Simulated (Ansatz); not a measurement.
Pressure series in InSb

The reference is InSb in the zinc blende structure (space group F-43m, No. 216; a = 6.450 Å).

Cell and atoms are relaxed at each pressure.

Method: Ansatz (a first-principles code) LDA, no spin-orbit coupling.

| pressure (GPa) | volume per atom (Å³/atom) |
|---|---|
| -2 | 35.197 |
| -1 | 34.309 |
| 0 | 33.537 |
| 2.1 | 32.194 |
| 4.5 | 30.957 |
| 9 | 29.194 |
| 15 | ? |
| 22.5 | 25.866 |
| 30 | 24.632 |

Q: Fit the third-order Birch–Murnaghan form P(V) = (3B₀/2)[(V₀/V)^(7/3) − (V₀/V)^(5/3)]·[1 + (3/4)(B₀′ − 4)((V₀/V)^(2/3) − 1)] (squares taken in P) to the rows shown and predict the withheld row.

A: Least squares on the printed values gives V₀ = 33.539 Å³/atom, B₀ = 46.7 GPa, B₀′ = 4.7; this predicts 27.460 Å³/atom, and the run gives 27.466 Å³/atom, 0.006 higher.

Measured bulk modulus of InSb: 46.1 GPa (static lattice; corrected from measurement; as listed in Daniel Mejia-Rodriguez, S. B. Trickey, Phys. Rev. B (2018)); the computed value is 1 % above it.

Load acts through the strain it causes; cell and atoms are relaxed under it. No phonon test of stability was made. Tetrahedral semiconductors of this kind turn to denser phases somewhere between about 1 and 50 GPa; those were not computed, so compressed cells here can lie past the real transition. The final runs are not spin-polarised.
